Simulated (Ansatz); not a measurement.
Two shapes of triplet C₂H₃N.

Shape 1:

```xyz
6

C     0.0003    0.0005   -1.1740
C     0.0006    0.0007    0.2785
N     0.0009   -0.0004    1.4350
H     0.0001   -1.0308   -1.5564
H    -0.8934    0.5147   -1.5556
H     0.8937    0.5150   -1.5551
```

Shape 2:

```xyz
6

C     0.0106    0.0137   -1.1503
C     0.0197    0.0219    0.2841
N     0.0269   -0.0121    1.4298
H     0.0046   -1.0139   -1.5796
H    -0.8978    0.4860   -1.5556
H     0.9067    0.4954   -1.5382
```

Basis set: def2-SVP (spherical functions). Correlated methods keep 3 orbitals frozen. Charge 0, multiplicity 3.

Computed with Ansatz (development build ahead of 0.2.0); each method stands on the lowest determinant of its kind that the runs found.

**Question.** Which shape is lower in energy, and by how much in each method?

**Answer.**

| method | E(2) − E(1) (eV) |
| --- | --- |
| UHF | 0.154 |
| UHF-MP2 | 0.150 |

Shape 1 is lower. Caution: another spin multiplicity may lie lower; the determinant breaks the point group.
